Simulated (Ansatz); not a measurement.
Mulliken charges of C4H4F2, SMILES `FC1=CCC1F` from PBE/def2-TZVPP in Ansatz (PBE0-D4/def2-TZVP geometry).

```csv
atom,x (Å),y (Å),z (Å),charge (e)
F1,2.232,0.344,-0.829,-0.144
C2,1.049,0.051,-0.327,0.156
C3,0.556,-0.993,0.330,-0.193
C4,-0.813,-0.350,0.440,-0.059
C5,-0.232,0.808,-0.417,0.129
F6,-0.259,2.051,0.167,-0.192
H7,0.945,-1.955,0.631,0.112
H8,-1.089,-0.014,1.440,0.075
H9,-1.646,-0.893,-0.014,0.063
H10,-0.662,0.899,-1.418,0.054
```

Task: By hand: the dipole of these point charges (1 e Å = 4.8032 D).

Result: Σ q r = (-0.313, -0.347, -0.006) e Å, of length 0.467 e Å = 2.24 D.

Task: How does the dipole of the full density compare? (Best estimate.)

Result: Ansatz gave: (-0.222, -0.376, -0.030) e Å, 2.10 D; the point charges give 1.07 times that, at 12° from its direction.

Point charges leave out the atoms' own dipoles, such as those of lone pairs, and Mulliken's split depends on the basis, so the close match here is no proof of good charges.
